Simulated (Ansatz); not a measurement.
## How far each method lies from full CI for BGe⁺, triplet

Geometry: that of the BGe⁺, singlet, kept fixed.

| atom | x (Å) | y (Å) | z (Å) |
| --- | --- | --- | --- |
| Ge | 0.0000 | 0.0000 | 0.0000 |
| B | 0.0000 | 0.0000 | 2.5640 |

Basis cc-pVDZ; Ansatz 0.2.0. Only valence electrons are correlated (noble-gas cores and the filled d shells of p-block atoms frozen), which leaves 6 electrons in 26 orbitals. R marks a restricted (for open shells ROHF) determinant. Active spaces: valence = (6e, 8o) chosen from the atoms' valence shells. No spin–orbit coupling is included, and no scalar relativity.

Full CI is exact within this basis and frozen core; it isn't the basis-set limit.

For open shells CISD is restricted-active-space CI with the open shells as a complete middle space.

- UHF ⟨S²⟩: 2.042
- T1 diagnostic (RCCSD): 0.0604
- largest doubles amplitude (RCCSD): 0.104

Task: From what is known of these methods and the diagnostics, rank them by the size of their error in total energy against full CI in cc-pVDZ, smallest first (an estimate: the text doesn't fix the numbers).
A. RCCSDT
B. RCCSD(T)
C. MRCISD+Q (valence space)
D. RCCSD
E. NEVPT2 (valence space)

Result: A (0.15 kcal/mol), C (0.44 kcal/mol), B (1.29 kcal/mol), D (3.89 kcal/mol), E (8.83 kcal/mol).

All errors are against full CI in cc-pVDZ. Below it: MRCISD+Q (valence space). T1 is large (0.060) while the doubles stay small, which points to orbital relaxation. Within each family the higher level lies nearer, as is usual though not guaranteed.

The full-CI state has the irrep B1 of C2v, in the program's axes (one component, if the state is degenerate).

Natural occupations of full CI about the gap: 1.929 1.862 0.974 0.962 0.071 0.057 0.050 0.037 0.009 0.008; effectively unpaired electrons, Σ n²(2−n)², 2.13.
